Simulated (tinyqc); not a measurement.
Worked calculation: extended Hueckel theory, for NH3. One step of it, computed by the program tinyqc.

Question. Wolfsberg-Helmholz matrix. H_ij = K' S_ij (H_ii + H_jj)/2 for i != j (the diagonal keeps H_ii), with K' = K + D^2 + D^4 (1 - K), D = (H_ii - H_jj)/(H_ii + H_jj), K = 1.75.

overlap S:
```
,1N 2s,1N 2px,1N 2py,1N 2pz,2H 1s,3H 1s,4H 1s
1N 2s,1.000000,0.000000,0.000000,0.000000,0.527093,0.527541,0.527541
1N 2px,0.000000,1.000000,0.000000,0.000000,0.467411,-0.233989,-0.233989
1N 2py,0.000000,0.000000,1.000000,0.000000,0.000000,0.404886,-0.404886
1N 2pz,0.000000,0.000000,0.000000,1.000000,-0.016374,-0.016394,-0.016394
2H 1s,0.527093,0.467411,0.000000,-0.016374,1.000000,0.188380,0.188380
3H 1s,0.527541,-0.233989,0.404886,-0.016394,0.188380,1.000000,0.188737
4H 1s,0.527541,-0.233989,-0.404886,-0.016394,0.188380,0.188737,1.000000
```

diagonal H_ii (eV): 1N 2s -26.000000, 1N 2px -13.400000, 1N 2py -13.400000, 1N 2pz -13.400000, 2H 1s -13.600000, 3H 1s -13.600000, 4H 1s -13.600000

K = 1.750000

Give: H.

Answer.

H (eV):
```
,1N 2s,1N 2px,1N 2py,1N 2pz,2H 1s,3H 1s,4H 1s
1N 2s,-26.0000,0.0000,0.0000,0.0000,-19.2118,-19.2282,-19.2282
1N 2px,0.0000,-13.4000,0.0000,0.0000,-11.0429,5.5282,5.5282
1N 2py,0.0000,0.0000,-13.4000,0.0000,0.0000,-9.5657,9.5657
1N 2pz,0.0000,0.0000,0.0000,-13.4000,0.3869,0.3873,0.3873
2H 1s,-19.2118,-11.0429,0.0000,0.3869,-13.6000,-4.4835,-4.4835
3H 1s,-19.2282,5.5282,-9.5657,0.3873,-4.4835,-13.6000,-4.4919
4H 1s,-19.2282,5.5282,9.5657,0.3873,-4.4835,-4.4919,-13.6000
```
